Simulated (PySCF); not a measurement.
H2CO+: computed EPR parameters against published values

What was measured: a(1H H3/H4) 372 MHz [1]; a(13C C1) -109 MHz [1]. Sources and the comparison follow the method.

H2CO+, CH2O (charge +1 and doublet state).
Z-matrix (Å and degrees, PBE0-D3(BJ)/def2-SVP geometry), rows numbered from 1:
```
C 
O   1  1.1864
H   1  1.1308  2  120.12
H   1  1.1308  2  120.12  3  -179.97
```

As a line formula: `C=[O+]` (H2CO+) [radical] (charge +1).

The calculation used UKS B3LYP, IGLO-III on C O, pcH-1 on H, non-relativistic, mean-field spin-orbit, GIAO in PySCF 2.14.0.

```json
{"nucleus": "1H H3/H4", "computed a_iso (MHz)": "378.0", "published": "372 MHz", "in MHz": "372.0", "difference of magnitudes (MHz)": "+6.0", "source": "[1]"}
{"nucleus": "13C C1", "computed a_iso (MHz)": "-97.0", "published": "-109 MHz", "in MHz": "-109.0", "difference of magnitudes (MHz)": "-12.0", "source": "[1]"}
```

Sources: [1] measured; Tran, Improving perturbation theory for open-shell molecules via self-consistency, arXiv:2107.11260 (experimental column from Kossmann, Neese).

In relative terms the largest miss is 13C C1, by 11 %. The measured numbers hold vibrational averaging and, outside the gas phase, effects of the matrix or solvent; the computed ones belong to one rigid, isolated geometry and carry the errors of functional and basis. An EPR spectrum gives magnitudes, so published signs often rest on theory.

Largest spin populations (Mulliken): O2 (+0.82), H4 (+0.14), H3 (+0.14) and C1 (-0.10).

⟨S²⟩ = 0.7583 against the exact 0.7500, so spin contamination is small.
